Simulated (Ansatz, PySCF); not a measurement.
This Ansatz (a quantum-chemistry and plane-wave program) input computes a PBE/def2-TZVPD energy:

Ansatz 0.2 input:
```yaml
crystal:
  periodic: [false, false, false]
  atoms:
    - {symbol: O, position_ang: [-0.00000000, -0.00000000, -0.11563587]}
    - {symbol: H, position_ang: [0.00000000, 0.00000000, 0.92508692]}
basis:
  gaussian:
    orbitals: def2-TZVPD
hamiltonian:
  xc: {name: PBE}
total_charge: 1
magnetization: {spin_polarized: true, initial_magnetization: 2}
output: {forces: true}
```

**Question.** Write an input for the same energy in PySCF and say what it gives.

**Answer.** 
```python
from pyscf import gto, scf, dft

mol = gto.M(
    atom='''
    O    -0.00000000   -0.00000000   -0.11563587
    H     0.00000000    0.00000000    0.92508692
    ''',
    basis='def2-tzvpd',
    charge=1,
    spin=2,
    symmetry='C2v',
    verbose=4,
)

mf = dft.UKS(mol, xc='pbe').density_fit(auxbasis='def2-universal-jkfit')
mf.grids.level = 3
mf.conv_tol = 1e-9
mf.max_cycle = 100
mf.max_memory = 1500
mf.kernel()
if not mf.converged:
    mf = mf.newton()
    mf.kernel(mf.make_rdm1())
mf.analyze()
```
It gives -75.20044 Eh, and Ansatz -75.20041 Eh, a difference of 0.03 mEh, from the treatment of integrals and grids.
